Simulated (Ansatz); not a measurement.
System: triplet methylene, CH₂, net charge 0, triplet state. 
Geometry from a B3LYP-D3(BJ)/def2-TZVP (Ansatz, a program for electronic structure) optimisation:
SMILES: [CH2]
```xyz
3

C      0.0094     0.0032     0.1026
H     -0.0192     0.9863    -0.3393
H     -0.0373    -1.0052    -0.2764
```
Charge 0, spin multiplicity 3.

Quantity: vertical ionisation energy (to the doublet state of charge +1; each state is the SCF solution reached for its spin), in eV. Valence correlation only, unless marked. Open shells are spin-unrestricted. No spin-orbit coupling. Non-relativistic. CBS(X,Y): correlation extrapolated as X^-3; Hartree-Fock from the larger set.

```tsv
level	program	vertical ionisation energy (eV)
wB97X-V/def2-TZVPD	Ansatz	10.28
MP2/def2-TZVPPD	Ansatz	10.33
RI-MP2/aug-cc-pVTZ	Ansatz	10.34
RI-MP2/CBS(aug-cc-pVTZ,aug-cc-pVQZ)	Ansatz	10.38
```

Task: What does CCSD(T)/CBS(aug-cc-pVTZ,aug-cc-pVQZ) (Ansatz) give?

Result: 10.40 eV, so RI-MP2/CBS(aug-cc-pVTZ,aug-cc-pVQZ) differs from it by -0.02 eV.
